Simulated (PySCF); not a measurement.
# C$_{4}$H$_{5}$NS: calculation and literature

Atoms are numbered as in `[NH2:1][c:2]1[cH:3][cH:4][cH:5][s:6]1`; H(Xn) means a hydrogen on atom n.

[PySCF 2.14.0 with density-fitted response routines: geometry: PBE0-D3(BJ)/def2-TZVP; GIAO B97-2/pcSseg-2 shieldings; one averaged value for each set of equivalent atoms; gas phase; single conformer; no relativistic terms]

Reference values: estimated from measurements, as parent shift plus tabulated substituent increment (solution, not stated per compound (mostly CDCl3 or CCl4); Pretsch, Buehlmann, Badertscher, Structure Determination of Organic Compounds, 4th ed. (2009)).
```tsv
atoms	quantity	reference	computed	computed, scaled
H(C4)	δ 1H	6.51	6.81	6.53
H(C5)	δ 1H	6.35	6.40	6.15
H(C3)	δ 1H	6.01	6.20	5.96
```

Computed shifts are σ(ref) − σ with the named reference compound (TMS for H and C) calculated as an isolated molecule at the same level. The measured values may be among those fitted. Empirical linear scaling, fitted to shifts measured mostly in CDCl3 for H and C (δ vs TMS): 1H: δ = 29.81 − 0.938σ (rms 0.14 ppm, 293 shifts, 0.16 ppm with the 4 outliers that the fit left out). A few per cent of atoms miss by over 2 rms, more outside the fitted compound classes. H not on carbon is unscaled (vs computed TMS).

How far are the unscaled 1H shifts from the references?

Answers

Mean signed difference +0.18 ppm, mean absolute 0.18 ppm over 3 comparisons; the largest is +0.30 ppm at H(C4) (hydrogen on an aromatic CH).
